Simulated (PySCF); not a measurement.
**CHO, SMILES `O=[CH]` (charge 0, multiplicity 2)**

All values below come from PBE-D3(BJ)/def2-TZVP // CAM-B3LYP-D3(BJ)/def2-TZVP in PySCF.

The highest occupied spin orbital is -4.81 eV and the dipole moment is 0.300 e·Å. The total energy is -113.7756 Ha and the cost comes out as very roughly 17 core-seconds.

Bonded distances (Å): C1–O2 1.167, C1–H3 1.123. Angles (°): O2–C1–H3 124.6.
Charge 0, spin multiplicity 2.
